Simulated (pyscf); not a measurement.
`[SH][GeH3]` + `[SH2]` -> `[SH][GeH2][SH]` + `[H][H]`, a four-centre exchange (singlet surface; Ge–H, H–S broken, Ge–S, H–H formed). Optimised with ωB97X-D3(BJ)/def2-SVP in PySCF. Energies in kcal/mol from the separated reactants.

AM1 to PM7: differences of heats of formation from MOPAC, which are fitted to 298 K values and so differ in kind from electronic energies by zero-point and thermal terms. 

**Question.** Quick PM6 single points give ΔE‡ = 35.6 kcal/mol and ΔE = -37.4 kcal/mol. What does ωB97M-D3(BJ)/def2-TZVP give, and how far is the quick result from it?

**Answer.** ωB97M-D3(BJ)/def2-TZVP gives ΔE‡ = 49.9 kcal/mol and ΔE = -6.7 kcal/mol. PM6 lies 14.3 kcal/mol under it in the barrier and 30.7 kcal/mol under it in the reaction energy, so on this step it does not hold to within 3.0 kcal/mol. ωB97M-D3(BJ)/def2-TZVP has limits of its own. One saddle was located; it need not be the lowest between these sides. In the def2 sets elements up to Kr have no core potential.
